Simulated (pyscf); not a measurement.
H₂B–OH + methane (CH₄) → H₃C–BH–OH + hydrogen (H₂) (four-centre exchange; singlet surface; B–H, C–H broken, B–C, H–H formed). PySCF, gas phase, ωB97X-D3(BJ)/def2-SVP geometries. Energies in kJ/mol from the separated reactants.

| level | barrier | reaction energy |
|---|---|---|
| ωB97X-D3(BJ)/def2-TZVP | [?] | +17.0 |
| PBE/def2-TZVP | 157.2 | +15.1 |
| r²SCAN/def2-TZVP | [?] | [?] |
| B3LYP-D3(BJ)/def2-TZVP | 191.9 | +19.1 |
| PBE0-D3(BJ)/def2-TZVP | 164.2 | +15.3 |
| HF/def2-TZVP | 280.9 | +37.3 |

Problem. Some entries are withheld; supply them.

Solution. 
- ωB97X-D3(BJ)/def2-TZVP, barrier: 189.9
- r²SCAN/def2-TZVP, barrier: 166.1
- r²SCAN/def2-TZVP, reaction energy: +13.6

The functionals in the table span 34.7 kJ/mol in this barrier, from PBE to B3LYP-D3(BJ). At the saddle there is also a short B–H contact that neither side keeps. This is the saddle that the search found; another between the same sides may lie lower.
